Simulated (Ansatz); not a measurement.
Saddle point of Si₃H₁₀, closed shell (Si₃H₈ ([SiH3][SiH2][SiH3]) + H₂ → Si₂H₆ ([SiH3][SiH3]) + SiH₄; bonds formed: Si1–H7, Si2–H6; bonds broken: Si1–Si2, H6–H7), PBE0-D4/def2-TZVP structure:

```
atom    x (Å)    y (Å)    z (Å)
 Si1  -0.3825  -1.0324   0.3532
 Si2   0.3864   1.2656   1.3198
  H3  -0.4628  -2.4663   0.7768
  H4  -1.6140  -0.4757   1.0712
 Si5  -0.3624  -0.3104  -1.8612
  H6   1.0599  -0.3815   0.7162
  H7   1.2938  -1.3170   0.1052
  H8   1.7048   1.9485   1.1666
  H9   0.0369   1.1682   2.7602
 H10  -0.6608   2.0360   0.5988
 H11   0.8760   0.4968  -2.0325
 H12  -1.5488   0.5303  -2.1744
 H13  -0.3266  -1.4621  -2.8001
```

Energies are electronic, without zero-point energy. Barriers and step energies count from the start structure reached by relaxing down the imaginary mode; all methods use the PBE0-D4 structures, on which another method's saddle can fall below an end. Computed with Ansatz 0.2.0 (basis: def2-TZVPP, with def2-QZVPP for the basis limit); correlated methods freeze the cores. B3LYP uses VWN-RPA correlation. Extrapolation: Hartree–Fock as exp(−7.88 √X), correlation as X^−2.97.

| method | barrier (kJ/mol) | step energy (kJ/mol) |
| --- | --- | --- |
| SPW92 | 225.1 | -9.7 |
| PBE-D4 | 259.3 | -3.2 |
| BLYP-D4 | 280.4 | -15.0 |
| r2SCAN-D4 | 274.3 | -10.7 |
| B97M-V | 272.5 | -14.8 |
| PBE0-D4 | 275.2 | -8.7 |
| B3LYP-D4 | 291.5 | -19.0 |
| r2SCAN0-D4 | ? | -14.3 |
| BHLYP-D4 | 310.9 | -25.8 |
| CAM-B3LYP-D4 | 300.4 | -25.4 |
| wB97X-V | 301.6 | -19.3 |
| wB97M-V | 290.7 | -22.2 |
| B2PLYP | 302.7 | -21.2 |
| PBE-QIDH | ? | -14.7 |
| RPA on PBE | ? | -22.9 |
| HF | 364.7 | -41.4 |
| MP2 | 304.1 | -18.1 |
| CCSD | 312.1 | -23.9 |
| CCSD(T) | 303.4 | -19.5 |

Question: Fill in the withheld barriers. (To be estimated.)

Answer: Computed: RPA on PBE 300.8; r2SCAN0-D4 284.5; PBE-QIDH 293.6 kJ/mol. Each is the energy of the saddle less that of the start structure, by the same method.

For comparison, the barrier by CCSD(T) at an estimated basis limit (MP2 extrapolated from triple and quadruple zeta, plus CCSD(T) − MP2 in triple zeta) is 298.8 kJ/mol.

The T1 diagnostic stays at or below 0.015.

Labels in which every atom is bracketed show which atoms are joined, not bond orders.

For scale, one of the runs: CCSD(T)/def2-TZVPP, 266 basis functions, launched by `ansatz run in.yaml --threads 4 --pin off --events-out ev --progress --plain --max-ram 9574MiB`. The run took 95 s on 4 CPU threads of an Arm Neoverse V1 (shared host), with 5.8 GiB of host memory at its peak.
